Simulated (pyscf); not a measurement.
Structures and frequencies: ωB97X-D3(BJ)/def2-SVP in PySCF.

Problem. Estimate by transition-state theory the rate constant of `[PH2][GaH2]` + `[H][H]` -> `[PH3]` + `[GaH3]` (singlet surface; Ga–P, H–H broken, H–P, Ga–H formed) at 900 K, with ωB97M-D3(BJ)/def2-TZVP energies (ideal gas, 1 atm, RRHO with modes under 100 cm⁻¹ raised to 100, one conformer, R ln 2 for chiral ones without a mode under 150 cm⁻¹; no tunnelling).

Solution. The electronic barrier is 30.6 kcal/mol and the thermal terms add +27.3, so ΔG‡ = 57.9 kcal/mol. With k_BT/h = 1.88e+13 s⁻¹ and RT = 1.788 kcal/mol, and a volume of 1.23e-19 cm³ per molecule at 1 atm, k = 2.0e-20 cm³ molecule⁻¹ s⁻¹. Wigner's tunnelling factor for 1353i cm⁻¹ would be 1.19. A shift of 1 kcal/mol in the barrier changes k by a factor 1.7. On the product side the descent ends in a complex, 4.8 kcal/mol under the separated species and 26.2 kcal/mol under the saddle at ωB97X-D3(BJ)/def2-TZVP. At the saddle there is also a short Ga–H contact that neither side keeps. This is the saddle that the search found; another between the same sides may lie lower. Elements up to Kr have no core potential and no relativistic terms here.
